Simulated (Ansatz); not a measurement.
# S₂F+ (quintet): from Hartree-Fock to the top rungs, cc-pVDZ

One table from this session's results is given with a row withheld; the runs are named, their logs left out.

The runs use Ansatz 0.2.0, Gaussian basis; cc-pVDZ, core rule «outside noble gas», up to 11 orbitals frozen.

Plan: UHF; CCSD(T) on ROHF; CCSD(T) on UHF; BCCD(T) on ROHF; CISD; CCSDT(Q) on ROHF; CCSDT(Q) on UHF; CASSCF and MRCISD+Q, 16 electrons in 11 orbitals; CASSCF and NEVPT2, 16 electrons in 11 orbitals.

32 further runs of the same task are left out: 16 that didn't finish, 16 set aside as unsound or not needed.

### What is computed

The geometry is a PBE0/def2-TZVP stationary point (not a proven minimum) of the parent state, kept for this charge and spin.

3 atoms, charge 1, spin multiplicity 5.

Atoms are counted from 1 here; the program's logs count them from 0.

Bond lengths: F1–S2 1.740 Å, S2–S3 1.950 Å. Angles: F1–S2–S3 180.0°.

Coordinates:

```
F     0.00000    0.00000    1.81010
S     0.00000    0.00000    0.07000
S     0.00000    0.00000   -1.88010
```

Set-up of the first run:

The input, in.yaml:

```yaml
crystal:
  periodic: [false, false, false]
  atoms:
    - {symbol: F, position_ang: [0.000000, 0.000000, 1.810100]}
    - {symbol: S, position_ang: [0.000000, 0.000000, 0.070000]}
    - {symbol: S, position_ang: [0.000000, 0.000000, -1.880100]}
basis:
  gaussian: {orbitals: cc-pVDZ}
total_charge: 1
magnetization: {spin_polarized: true, initial_magnetization: 4}
hamiltonian: {xc: hf}
output: {orbitals: {seedname: orbitals}}
```

Command:

```console
> ansatz run in.yaml --threads 1 --pin off --events-out ev --progress --plain --max-ram 2393MiB
```

Among the steps run: UHF; CCSD(T) on ROHF; CCSD(T) on UHF; BCCD(T) on ROHF; CISD; CCSDT(Q) on ROHF; CCSDT(Q) on UHF; CASSCF and MRCISD+Q, 16 electrons in 11 orbitals; CASSCF and NEVPT2, 16 electrons in 11 orbitals.

One table of the session follows, with a row left open; its other results are not shown here.

| method | from RCCSDT(Q) (meV) |
| --- | --- |
| ROHF | +12429.2 |
| UHF | +11775.8 |
| RMP2 | +1281.8 |
| UMP2 | +1615.4 |
| CISD | +1745.5 |
| RCCSD | +488.3 |
| UCCSD | +459.9 |
| RCCSD(T) | +103.5 |
| UCCSD(T) | +106.4 |
| BCCD(T) | +92.4 |
| RCCSDT | +42.3 |
| UCCSDT | +38.5 |
| RCCSDT(Q) | 0 |
| UCCSDT(Q) | -11.1 |
| CASSCF valence | +10721.2 |
| NEVPT2 valence | +1699.8 |
| MRCISD valence | ? |
| MRCISD+Q valence | +216.7 |

Estimate the missing values for MRCISD valence.

**Answer.** from RCCSDT(Q) (meV): +1271.8. In the column «from RCCSDT(Q) (meV)» it lies between RCCSD (+488.3) and RMP2 (+1281.8).

Limits of these values: Restricted and unrestricted rows rest on different reference determinants; where their highest levels disagree by more than a few hundredths of an eV, they describe different states and don't form one ladder.
